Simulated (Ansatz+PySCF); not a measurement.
## singlet BH₄(-): levels of theory in one basis

```yaml
atoms:
  - { symbol: B, position_ang: [0.0000, 0.0000, 0.0000] }
  - { symbol: H, position_ang: [0.7808, 0.7808, 0.7808] }
  - { symbol: H, position_ang: [0.7808, -0.7808, -0.7808] }
  - { symbol: H, position_ang: [-0.7808, 0.7808, -0.7808] }
  - { symbol: H, position_ang: [-0.7808, -0.7808, 0.7808] }
```

Basis set: def2-SVP (spherical functions). Correlated methods keep 1 orbital frozen. Charge -1, multiplicity 1.

Computed with Ansatz (development build ahead of 0.2.0); each method stands on the lowest determinant of its kind that the runs found. NEVPT2 correlates all electrons. Active spaces start from the frontier orbitals, and the lowest solution found is given.

| method | E − E(RHF) (eV) | <S²> of the determinant |
| --- | --- | --- |
| RHF | 0.00 | 0.00 |
| RHF-MP2 | -3.58 | – |
| RHF-CCSD | -4.36 | – |
| RHF-CCSD(T) | -4.45 | – |
| CASSCF(8,8) | -1.81 | – |

(1) What does SC-NEVPT2(8,8) give on the same scale?

(2) Is a single determinant a sound starting point here?

## Answers

(1) -3.74 eV. NEVPT2 here correlates all electrons, so it doesn't share the others' frozen core.

(2) By this sign, yes. Unrestricted orbitals gain 0.00 eV and <S²> is 0.00 against 0.00 for a pure state. The CASSCF(8,8) natural occupations are 1.98, 1.97, 1.97, 1.97, 0.03, 0.02, 0.02, 0.02.

Caution: no diffuse functions for an anion.
